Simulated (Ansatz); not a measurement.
Working through a composite energy at a relaxed geometry of CH3NS, SMILES N=CS

With Ansatz 0.2.0 through its Python package.

Interactive session:
```pycon
>>> import itertools
>>> import ansatz as az
>>> from ase.data import atomic_numbers, covalent_radii
>>> import numpy as np
>>> BASIS = 'def2-SVP'
>>> FUNCTIONAL = 'b3lyp'
>>> VDW = 'd4'
>>> GEOMETRY = '''
... N    -1.01310   -0.73860   -0.58420
... C    -0.09550    0.00120   -0.12150
... S     0.63490   -0.48740    1.35220
... H    -1.32330   -0.26410   -1.47240
... H     0.27740    0.90350   -0.64690
... H     1.56160    0.52130    1.42670
... '''
>>> ch3ns = az.Crystal.molecule()
>>> for line in GEOMETRY.strip().splitlines():
...     symbol, *xyz = line.split()
...     ch3ns = ch3ns.atom(symbol, [float(v) for v in xyz])
...
>>> calc = ch3ns.calculation()
>>> calc = calc.basis(gaussian=BASIS)
>>> calc = calc.functional(FUNCTIONAL, dispersion=VDW).scf(lower_state_search='off')
>>> symbols = [site.symbol for site in ch3ns.cartesian_sites]
>>> start = np.array([site.position_ang for site in ch3ns.cartesian_sites], dtype=float)
>>> rep = calc.relax(force_tolerance=0.01, max_steps=100).run(threads=1).report

>>> end = np.array(rep['positions_ang'])
>>> # pairs closer than 1.2 times the sum of covalent radii, before or after
>>> radius = [covalent_radii[atomic_numbers[s]] for s in symbols]
>>> span = lambda where, i, j: np.linalg.norm(where[i] - where[j])
>>> bonded = [(i, j) for i, j in itertools.combinations(range(len(symbols)), 2) if min(span(start, i, j), span(end, i, j)) < 1.2 * (radius[i] + radius[j])]
>>> print('pair        before    after (A)')
pair        before    after (A)
>>> for i, j in bonded:
...     print(f'{symbols[i]}{i}-{symbols[j]}{j}'.ljust(10), f'{span(start, i, j):8.4f} {span(end, i, j):8.4f}')
...
N0-C1        1.2662   1.2652
N0-H3        1.0537   1.0247
C1-S2        1.7158   1.7763
C1-H4        1.1087   1.1064
S2-H5        1.3718   1.3524
>>> minimum = az.Crystal.molecule()
>>> for symbol, place in zip(symbols, end):
...     minimum = minimum.atom(symbol, place.tolist())
...
>>> at_minimum = minimum.calculation()
>>> # MP2 extrapolated to the basis limit, plus the small-basis difference CCSD(T) - MP2
>>> level = lambda method, basis: at_minimum.basis(gaussian=basis).correlation(method).run(threads=1).report
>>> small, large, cluster = level('mp2', 'cc-pVDZ'), level('mp2', 'cc-pVTZ'), level('ccsd_t', 'cc-pVDZ')
>>> corr = lambda each: (each['free_energy_ev'] - each['reference_energy_ev']) / 27.211386246
>>> mp2_limit = (27 * corr(large) - 8 * corr(small)) / 19
>>> pieces = {'HF / cc-pVTZ': large['reference_energy_ev'] / 27.211386246, 'MP2 correlation, DZ-TZ limit': mp2_limit, 'CCSD(T) - MP2 / cc-pVDZ': corr(cluster) - corr(small)}
>>> for name, value in pieces.items():
...     print(f'{name:32s} {value:14.6f} Ha')
...
HF / cc-pVTZ                        -491.620082 Ha
MP2 correlation, DZ-TZ limit          -0.588718 Ha
CCSD(T) - MP2 / cc-pVDZ               -0.048270 Ha
>>> print(f'{"sum":32s} {sum(pieces.values()):14.6f} Ha')
sum                                 -492.257070 Ha
>>> print('T1 diagnostic', round(cluster['correlation']['coupled_cluster']['t1_diagnostic'], 4))
T1 diagnostic 0.013
```

These settings explore the input space; basis and method may be short of convergence. The sum leaves out core correlation, relativity, the Hartree-Fock basis error and zero-point energy; a DZ-TZ extrapolation is rough. b3lyp holds the VWN-RPA fit, as in Gaussian; the form of ORCA and Turbomole is b3lyp5. Inner cores stay frozen, so this is valence correlation. For Al to Cl the sets with a tight d function, cc-pV(X+d)Z, are usual. An extrapolation from small basis sets is rough. Run time: 9.3 s on 1 thread of Intel(R) Xeon(R) Platinum 8559C (Emerald Rapids), on a shared host, peak memory 0.27 GiB.

(A comment or docstring line of the script was reworded after the run, the code is as it ran; lines on the test bed's own set-up are left out of the output.)
